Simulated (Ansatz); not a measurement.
**doublet [AlH3]− at 6 levels**

We compute a comparison of 6 runs (UHF/3-21G, U-revPBE/def2-TZVPPD, U-wB97M-V/def2-TZVPPD, UPBE-QIDH/def2-TZVPPD, UCCSD/def2-TZVPPD, UCCSD(T)/def2-TZVPPD) of doublet [AlH3]−. 

The calculation is run with Ansatz 0.2.0.

35 further runs of the same task are left out: 1 that didn't finish, 34 set aside as unsound or not needed.

### Step 1. Starting point

[AlH3]− has 4 atoms, charge -1, and is taken as a doublet. SMILES of the parent species: `[AlH3]`. The coordinates come from a PBE0-D4/def2-TZVP relaxation. That shape belongs to the parent species and isn't relaxed for this state.

Bond lengths: Al1–H2 1.586 Å, Al1–H3 1.586 Å, Al1–H4 1.586 Å. Angles: H2–Al1–H3 120.0°, H2–Al1–H4 120.0°, H3–Al1–H4 120.0°.

### Step 2. A single-point energy at UHF/3-21G (run 1)

run.yaml reads:

```yaml
crystal:
  periodic: [false, false, false]
  atoms:
    - {symbol: Al, position_ang: [0.013700, -0.014800, -0.005100]}
    - {symbol: H, position_ang: [0.633200, 0.670900, 1.283600]}
    - {symbol: H, position_ang: [-1.340800, -0.832000, 0.105100]}
    - {symbol: H, position_ang: [0.749400, 0.115700, -1.403900]}
basis:
  gaussian: {orbitals: 3-21G.json}
output: {orbitals: {seedname: orbitals}}
magnetization: {spin_polarized: true, initial_magnetization: 1}
hamiltonian: {xc: hf}
accuracy: high
total_charge: -1
```

The basis set 3-21G is read from a file made from the Basis Set Exchange's data (not shown).

Launch:

```console
$ ansatz run run.yaml --threads 1 --pin off --max-ram 3480MiB --events-out events.jsonl --progress --plain --runs-dir runs
```

Output:

```text
Warning: RAYON_NUM_THREADS=1 ignored (pool sized by the plan → 1); use --threads N
Functional definition: HF
  name "HF"
  exchange = exact_x
  correlation = 0
374 factors; integrals over basis functions are off by at most 2.6e-9 eV
mean field evaluation 1: about -6591.8097 eV, gradient 5.9e0 eV
mean field evaluation 2: about -6591.8116 eV, gradient 5.9e0 eV
mean field evaluation 4: about -6592.3032 eV, gradient 7.0e-1 eV
mean field evaluation 8: about -6592.3193 eV, gradient 2.3e-4 eV
mean field -6592.31928754 eV, -242.2632653827 hartree, gradient 5.7e-8 eV, S^2 0.765988; 0 other end points of the search recorded, 0 dependent functions left out
reference -6592.31928754 eV, -242.2632653827 hartree; 9, 8 occupied and 10, 11 virtual orbitals, 374 factors
Total energy: -6592.31928754 eV, -242.2632653827 hartree
```

Run time: 0.12 s. Hardware: 1 thread of Arm Neoverse V1, shared host.

### Step 3. The energy at U-revPBE/def2-TZVPPD (run 2)

molecule.yaml reads:

```yaml
crystal:
  periodic: [false, false, false]
  atoms:
    - symbol: Al
      position_ang: [0.013700, -0.014800, -0.005100]
    - symbol: H
      position_ang: [0.633200, 0.670900, 1.283600]
    - symbol: H
      position_ang: [-1.340800, -0.832000, 0.105100]
    - symbol: H
      position_ang: [0.749400, 0.115700, -1.403900]
basis:
  gaussian:
    orbitals: def2-TZVPPD.json
total_charge: -1
magnetization:
  spin_polarized: true
  initial_magnetization: 1
hamiltonian:
  xc: {name: revPBE}
accuracy: high
output: {orbitals: {seedname: orbitals}}
```

The basis set def2-TZVPPD is read from a file made from the Basis Set Exchange's data (not shown).

Launch:

```console
$ ansatz run molecule.yaml --threads 1 --pin off --max-ram 3480MiB --events-out events.jsonl --progress --plain --runs-dir runs
```

Output:

```text
Warning: RAYON_NUM_THREADS=1 ignored (pool sized by the plan → 1); use --threads N
Functional definition: revPBE
  name "revPBE"
  parameter kappa = 1.245
  parameter beta = 0.06672455060314922
  exchange = pbe_x(kappa = kappa, mu = beta*pi^2/3)
  correlation = pbe_c(beta = beta)
1496 factors; integrals over basis functions are off by at most 3.3e-9 eV
mean field evaluation 1: about -6643.1025 eV, gradient 9.2e0 eV
mean field evaluation 2: about -6643.5305 eV, gradient 6.1e0 eV
mean field evaluation 4: about -6643.7623 eV, gradient 1.5e-1 eV
mean field evaluation 8: about -6643.7610 eV, gradient 1.3e-3 eV
mean field evaluation 16: about -6643.7610 eV, gradient 3.9e-7 eV
mean field -6643.76103693 eV, -244.1537148041 hartree, gradient 1.7e-8 eV, S^2 0.755357; 1 other end points of the search recorded, 0 dependent functions left out
reference -6643.76104106 eV, -244.1537149561 hartree; 9, 8 occupied and 90, 91 virtual orbitals, 1496 factors
Total energy: -6643.76104106 eV, -244.1537149561 hartree
```

Wall time 5.7 s (1 thread of Arm Neoverse V1, shared host); peak memory 0.22 GiB.

Runs 3 to 5 aren't shown in full; the table further down has their settings and results.

### Step 4. A single-point energy at UCCSD(T)/def2-TZVPPD (run 6)

run.yaml reads:

```yaml
crystal:
  periodic: [false, false, false]
  atoms:
    - {symbol: Al, position_ang: [0.013700, -0.014800, -0.005100]}
    - {symbol: H, position_ang: [0.633200, 0.670900, 1.283600]}
    - {symbol: H, position_ang: [-1.340800, -0.832000, 0.105100]}
    - {symbol: H, position_ang: [0.749400, 0.115700, -1.403900]}
basis:
  gaussian:
    orbitals: def2-TZVPPD.json
total_charge: -1
magnetization:
  spin_polarized: true
  initial_magnetization: 1
correlation:
  method: ccsd_t
  frozen_orbitals: {Al: 5, H: 0}
accuracy: high
scf:
  omitted_lower_state_checks: [cluster_reference, increment]
```

The basis set def2-TZVPPD is read from a file made from the Basis Set Exchange's data (not shown).

Launch:

```console
$ ansatz run run.yaml --threads 1 --pin off --max-ram 3480MiB --events-out events.jsonl --progress --plain --runs-dir runs
```

Output:

```text
Warning: RAYON_NUM_THREADS=1 ignored (pool sized by the plan → 1); use --threads N
[... 12 lines left out ...]
5 core orbitals not correlated: weight in the atoms' cores, before any rotation towards them, 1.000 or more for the frozen orbitals, at most 0.000 for the correlated occupied ones
[... 26 lines left out ...]
Total energy: -6633.05049071 eV, -243.7601094904 hartree
Checks for a lower state left out: cluster_reference, increment
```

Wall time 20 s (1 thread of Arm Neoverse V1, shared host); peak memory 1.2 GiB.

### Step 5. All runs side by side

```csv
run,level,frozen core orbitals,energy (Eh),HOMO energy (eV),LUMO energy (eV),⟨S²⟩,wall time
1,UHF/3-21G,–,-242.263265,0.25,7.54,0.766,0.12 s
2,U-revPBE/def2-TZVPPD,–,-244.153715,2.31,3.40,0.755,5.7 s
3,U-wB97M-V/def2-TZVPPD,–,-244.166134,0.37,4.31,0.752,59 s
4,UPBE-QIDH/def2-TZVPPD,5,-243.993502,0.63,4.41,0.760,9.6 s
5,UCCSD/def2-TZVPPD,5,-243.756803,–,–,0.766,18 s
6,UCCSD(T)/def2-TZVPPD,5,-243.760109,–,–,0.766,20 s
```

### Step 6. Summary of results

| quantity | value |
| --- | --- |
| run 6: total energy | -243.76011 Eh |
| run 6: correlation energy (5 core orbitals frozen) | -138.7 mEh |
| run 6: (T) correction | -3.31 mEh |
| run 6: ⟨S²⟩ of the reference determinant | 0.766 |
| run 6: T1 diagnostic | 0.013 |

Totals of different functionals can't be ranked against each other. In runs 1, 2, 3, 4 the HOMO lies above zero, so the outermost electron may be held by the basis alone. All runs together took 1.9 min, the longest 59 s.
